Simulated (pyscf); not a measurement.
Hydrogen abstraction: Cl–GeH₃ (SMILES [Cl][GeH3]) + H• (SMILES [H]) -> Cl–GeH₂• (SMILES [Cl][GeH2]) + H₂ (SMILES [H][H])

Gas phase, doublet surface, charge 0. Bonds broken: Ge1–H3. Bonds formed: H3–H6. Single points on ωB97X-D3(BJ)/def2-SVP structures (PySCF, gas phase).

Transition state (Å):

```xyz
6

Ge     0.6634    -0.5326    -0.0983
Cl     1.4484     0.9645    -1.4401
H      0.9773    -0.0469     1.3763
H     -0.8472    -0.6267    -0.3400
H      1.3748    -1.8539    -0.4096
H      1.2667     0.4086     2.6304
```

One imaginary mode, 766i cm⁻¹; descent along it reached the two sides named.

| bond | change | reactant side (Å) | saddle | product side |
|---|---|---|---|---|
| Ge1–H3 | breaks | 1.531 | 1.584 | 3.4 |
| H3–H6 | forms | 3.4 | 1.365 | 0.760 |

Electronic energies relative to the separated reactants (kJ/mol):

```csv
level,barrier,reaction energy,reverse barrier
ωB97X-D3(BJ)/def2-TZVP,13.2,-77.7,90.9
PBE/def2-TZVP,-3.1,-90.1,87.0
r²SCAN/def2-TZVP,-8.8,-93.6,84.8
B3LYP-D3(BJ)/def2-TZVP,-4.7,-98.0,93.3
PBE0-D3(BJ)/def2-TZVP,2.7,-81.2,83.9
M06-2X/def2-TZVP,15.2,-99.4,114.6
ωB97M-D3(BJ)/def2-TZVP,13.0,-87.6,100.6
HF/def2-TZVP,38.0,-58.9,96.9
```

With ωB97M-D3(BJ)/def2-TZVP energies and thermal terms (ideal gas, 1 atm, RRHO with modes under 100 cm⁻¹ raised to 100, one conformer, R ln 2 for chiral ones without a mode under 150 cm⁻¹), in kJ/mol:

| T (K) | ΔH‡ | ΔG‡ | ΔH | ΔG |
|---|---|---|---|---|
| 298 | 8.2 | 31.0 | -84.0 | -92.2 |
| 600 | 7.0 | 54.6 | -84.2 | -100.7 |
| 900 | 6.2 | 78.6 | -86.1 | -108.6 |
| 1200 | 5.5 | 102.8 | -88.8 | -115.7 |

At PBE, r²SCAN, B3LYP-D3(BJ) this geometry lies under the reactants; that is no barrier but a single point on another level's saddle; such a level's own saddle, if it has one, lies nearer that side and is low. One saddle was located; it need not be the lowest between these sides. The angle at the transferred H is 178°. Elements up to Kr have no core potential and no relativistic terms here.
